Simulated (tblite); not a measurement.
Q: Give a GFN2-xTB geometry of InChI=1S/C3H7S/c1-2-3-4/h4H,1-3H2. (Doublet state.)

A: 
Z-matrix in Å and degrees, rows numbered from 1:
```
C 
C   1  1.4673
C   2  1.5462  1  110.00
S   3  1.8230  2  112.56  1   176.07
H   1  1.0727  2  120.35  3   -83.96
H   1  1.0727  2  120.42  3    83.97
H   2  1.0925  1  111.04  3   119.16
H   2  1.0936  1  110.97  3  -119.45
H   3  1.0893  2  110.96  1   -62.19
H   3  1.0891  2  110.45  1    59.10
H   4  1.3320  3   96.13  2    62.12
```

C1 (carbon bonded to C and 2 H) is almost planar (angles 120.4°, 120.3° and 118.2°, sum 358.9°, 0.07 Å off the plane of its three neighbours). The 2 C–C bonds span 1.467 Å (C1–C2, drawn single) to 1.546 Å (C2–C3, drawn single), a spread of 0.079 Å.

The geometry is computed with GFN2-xTB (gas phase). This method treats the open shell by occupation alone, without spin polarisation.

Its GFN2-xTB frequencies are all real (lowest 104 cm⁻¹). Torsions: H–C1–C2–C3 -84° and 84°, C1–C2–C3–S4 176°, C2–C3–S4–H 62°. 3 starts were optimised and ended at 0.00, 0.02 and 1.17 kcal/mol (GFN2-xTB); the lowest of these is shown.

On one thread, Arm Neoverse V2 (aarch64), shared host with 96 logical CPUs at a one-minute load of 29, this took 0.25 s of wall time. This is the geometry optimisation.

One conformer stands for the species.
